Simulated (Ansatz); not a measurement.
Ideal-gas functions of C$_{2}$H$_{5}$NS, SMILES `C1NCS1` at 298.15 K and 1 bar, from an Ansatz frequency run at PBE0-D4/def2-TZVP.

Molar mass 75.14 g/mol, point group Cs (symmetry number 1), electronic degeneracy 1, moments of inertia 45.579, 73.012, 110.503 u Å². Harmonic wavenumbers (cm⁻¹, unscaled): 146, 558, 701, 719, 899, 918, 947, 1026, 1095, 1160, 1161, 1243, 1325, 1417, 1507, 1530, 3019, 3021, 3091, 3092, 3554.

Use S(trans) = R[1.5 ln M + 2.5 ln T − 1.1517]; rotational temperatures θ = 24.2544 K / I; S(rot) = R[ln(√π/σ · √(T³/θAθBθC)) + 1.5]; for each mode x = 1.438777 ν̃/T, S = R[x/(eˣ − 1) − ln(1 − e⁻ˣ)] and H = RT x/(eˣ − 1); 1 cm⁻¹ = 0.0119627 kJ/mol; R = 8.31446 J/(mol·K).

**Question.** By hand: the entropy, in J/(mol·K).

**Answer.** Translation 162.7. Rotation: θ = 0.5321, 0.3322, 0.2195 K, giving 101.8. Vibration, mode by mode: 11.40, 2.21, 1.28, 1.19, 0.59, 0.54, 0.48, 0.35, 0.27, 0.20, 0.20, 0.14, 0.10, 0.07, 0.05, 0.04, 0.00, 0.00, 0.00, 0.00, 0.00, in all 19.1. Electronic 0.0. Sum 283.6 J/(mol·K).

**Question.** By hand: H − E and G − E in kJ/mol, counted from the electronic energy.

**Answer.** Zero-point energy ½ × 32129 × 0.0119627 = 192.2; thermal vibration 3.5; translation, rotation and pV give 4 RT = 9.9. H − E = 205.6 kJ/mol, and G − E = 205.6 − 298.15 × 283.6/1000 = 121.0 kJ/mol.

Vibration gives 7 % of the entropy, 11.4 J/(mol·K) of it from the mode under 150 cm⁻¹: soft modes count most, and the harmonic formula is weakest for them.
